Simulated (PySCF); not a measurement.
Mapped SMILES: `[N:1]#[C:2][CH2:3][Cl:4]`. Each H is labelled by its parent atom.

GIAO PBE0/pcSseg-1 shifts (PySCF 2.14, gas phase, non-relativistic, equivalent atoms averaged), each against references optimised in the same way as the molecule (NH3, TMS, HCl).

On the GFN2-xTB geometry: N1 314.8, C2 119.4, C3 31.5, Cl4 137, H(C3) 4.04 ppm.

Task: What changes on the PBE0-D3(BJ)/def2-SVP geometry?

Result: 
```json
{"atoms": "N1", "δ (ppm)": "318.1", "change": "+3.3"}
{"atoms": "C2", "δ (ppm)": "119.5", "change": "+0.1"}
{"atoms": "C3", "δ (ppm)": "30.0", "change": "-1.5"}
{"atoms": "Cl4", "δ (ppm)": "107", "change": "-30"}
{"atoms": "H(C3)", "δ (ppm)": "3.79", "change": "-0.25"}
```

Bonds between heavy atoms that differ most (equivalent bonds averaged): C3–Cl4 1.800 → 1.780 Å, C2–C3 1.438 → 1.454 Å, N1–C2 1.142 → 1.157 Å. Mean change of bonds to hydrogen: C–H +0.008 Å.
